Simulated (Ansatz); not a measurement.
Reaction (isomerisation): `C=CC(C)(C)C` → `C/C=C/CCC`

Gas-phase electronic energies from Ansatz, PBE0-D4/def2-TZVP geometries. CBS: MP2 limit from def2 TZ/QZ plus the TZ coupled-cluster correction, frozen cores. Functionals use def2-TZVPP. B3LYP here is the variant with VWN-RPA as its local correlation; programs differ in this. HSE06 is defined as in plane-wave codes. One conformer a species, not always the lowest.

Is it downhill or uphill in electronic energy at CCSD(T)/CBS, and by how much? (An estimate is asked.)

The calculation gave: Uphill: ΔE = +4.0 kJ/mol.

What do these levels give: r2SCAN-D4, B97M-V, PBE0-D4, r2SCAN0-D4, HSE06-D4, CAM-B3LYP-D4, B3LYP, r2SCANh, r2SCAN0, MP2/def2-TZVPP, SCS-MP2/def2-QZVPP, MP2/CBS(def2)? (Estimate.)

Computed: r2SCAN-D4 -2.2, B97M-V -1.8, PBE0-D4 -5.3, r2SCAN0-D4 -2.3, HSE06-D4 -5.9, CAM-B3LYP-D4 -3.6, B3LYP -13.3, r2SCANh -3.5, r2SCAN0 -3.7, MP2/def2-TZVPP 7.7, SCS-MP2/def2-QZVPP 3.4, MP2/CBS(def2) 7.3 kJ/mol.

Largest T1 diagnostic among the species: 0.009.

In def2-TZVPP, CCSD(T) changes the Hartree–Fock value by +16.6 kJ/mol (the triples alone add +2.6 kJ/mol) and MP2 by +19.9 kJ/mol. From BLYP to BHLYP (50 % exact exchange), in def2-TZVPP and without D4, ΔE moves by +6.1 kJ/mol.
